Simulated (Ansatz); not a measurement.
# SiH₄F (doublet): wB97M-V, B2PLYP, RPA-PBE over a scan of the distance Si1–H5 along a hydrogen transfer, cc-pVDZ

The task here is to estimate one member of a computed series from the others.

Method: cc-pVDZ, all electrons in the functionals, frozen cores in the correlation of double hybrids and RPA; program: Ansatz 0.2.0, Gaussian basis.

The runs, in order: wB97M-V, B2PLYP, RPA-PBE, at 1.485 Å; 1.532 Å; 1.627 Å; 1.723 Å; 1.818 Å.

## What is computed

The geometry derives from fragments relaxed apart (PBE0/def2-TZVP) and kept rigid, so it is no stationary point. A hydrogen atom is moved between rigid fragments.

6 atoms, charge 0, spin multiplicity 2.

Atoms are counted from 1 here; the program's logs count them from 0.

Bond lengths: Si1–H2 1.485 Å, Si1–H3 1.485 Å, Si1–H4 1.485 Å, Si1–H5 1.485 Å. Angles: H2–Si1–H3 109.5°, H2–Si1–H4 109.5°, H2–Si1–H5 109.5°, H3–Si1–H4 109.5°, H3–Si1–H5 109.5°, H4–Si1–H5 109.5°.

No dispersion term is added; wB97M-V holds VV10 nonlocal correlation.

The geometry shown and the zero of energy belong to the point 1.485 Å. The yardstick, UCCSDT(Q), and other wave-function levels (R restricted, U unrestricted, valence and pair active spaces) come from earlier runs.

The first run:

in.yaml

```yaml
crystal:
  periodic: [false, false, false]
  atoms:
    - {symbol: Si, position_ang: [-1.010212, 0.000000, 0.000000]}
    - {symbol: H, position_ang: [-1.505084, 1.399708, 0.000000]}
    - {symbol: H, position_ang: [-1.505083, -0.699854, 1.212183]}
    - {symbol: H, position_ang: [-1.505084, -0.699854, -1.212183]}
    - {symbol: H, position_ang: [0.474403, 0.000000, 0.000000]}
    - {symbol: F, position_ang: [1.707788, 0.000000, 0.000000]}
basis:
  gaussian: {orbitals: cc-pVDZ}
magnetization: {spin_polarized: true, initial_magnetization: 1}
hamiltonian: {xc: {name: wB97M-V}}
output: {forces: true, orbitals: {seedname: orbitals}}
```

On the command line:

```console
$ ansatz run in.yaml --threads 1 --pin off --events-out ev --progress --plain --max-ram 2816MiB --backend cpu
```

Steps of the session up to this table: wB97M-V, 1.485 Å; wB97M-V, 1.532 Å; wB97M-V, 1.627 Å; wB97M-V, 1.723 Å; wB97M-V, 1.818 Å; B2PLYP, 1.485 Å; B2PLYP, 1.532 Å; B2PLYP, 1.627 Å; B2PLYP, 1.723 Å; B2PLYP, 1.818 Å; RPA-PBE, 1.485 Å; RPA-PBE, 1.532 Å; RPA-PBE, 1.627 Å; RPA-PBE, 1.723 Å; RPA-PBE, 1.818 Å.

One of the session's tables, all rows but one given; the rest of the session is left out.

```
    level  1.532 Å  1.627 Å  1.723 Å  1.818 Å
UCCSDT(Q)        ?        ?        ?        ?
  wB97M-V    -14.3    -41.9    -64.6    -65.5
   B2PLYP    -15.0    -44.2    -68.0    -69.8
  RPA-PBE    -12.8    -38.0    -59.5    -60.9
```

**Question.** Estimate the row for UCCSDT(Q).

The run gave: 1.532 Å: -15.6; 1.627 Å: -47.7; 1.723 Å: -76.0; 1.818 Å: -82.4. In the column «1.532 Å» it is the lowest.

Caveats from the session: Energies in kJ/mol, counted from 1.485 Å; blanks weren't run or aren't comparable.
